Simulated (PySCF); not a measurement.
Homolysis of single bonds, series allyl-X. Gas-phase values, no solvent. One relaxed conformer stands for each flexible species; it need not be the lowest. Strings in code marks are SMILES.

Level of theory: PBE-D3(BJ)/def2-TZVP // PBE0-D4/def2-TZVP (PySCF). 

A: radical fragment (`C([CH2])O`)
B: radical fragment (`[NH2]`)
C: radical fragment (`[CH2][SiH3]`)
D: radical fragment (`[SeH]`)
E: radical fragment (`[CH2]N`)

Question: Pick the species with the lowest highest occupied spin orbital.

Answer: B (-7.06 eV); next is D (-5.80 eV).
